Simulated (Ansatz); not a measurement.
Results of LC-ωPBE in Ansatz (PAW) for rock-salt BaTe.

Settings: plane-wave cutoff 460 eV, 6×6×6 k mesh, Fermi–Dirac smearing 0.01 eV, scalar-relativistic PAW data made under PBE.

Energies at three volumes about the minimum:

```csv
V (Å³/atom),E − E_lowest (meV/atom)
42.023,3.72
43.263,0.00
44.345,2.70
```

Task: Fit a parabola by hand: where is the minimum, what lattice constant follows, and what is the bulk modulus?

Result: Slopes: (0.00 − 3.72)/(43.263 − 42.023) = -3.000 and (2.70 − 0.00)/(44.345 − 43.263) = 2.495 meV/Å³. Curvature E″ = 2 × (2.495 − (-3.000))/(44.345 − 42.023) = 4.733 meV/Å⁶. From the middle of the first interval, the slope vanishes at V0 = 42.6430 − (-3.000)/4.733 = 43.277 Å³/atom. B = V0 E″ = 43.277 × 4.733 meV/Å³ × 0.1602 GPa per meV/Å³ = 32.8 GPa. With 8 atoms in the cube, a = (8 × 43.277)^(1/3) = 7.022 Å. The full Birch–Murnaghan fit to all volumes gives V0 = 43.248 Å³/atom and B0 = 32.6 GPa.

Measured, for comparison: lattice constant a 7.007 Å (room temperature, not corrected to a static lattice; as tabulated in Lucero et al. (2012), arXiv:1111.4515).

Ansatz is a quantum-chemistry and plane-wave program.
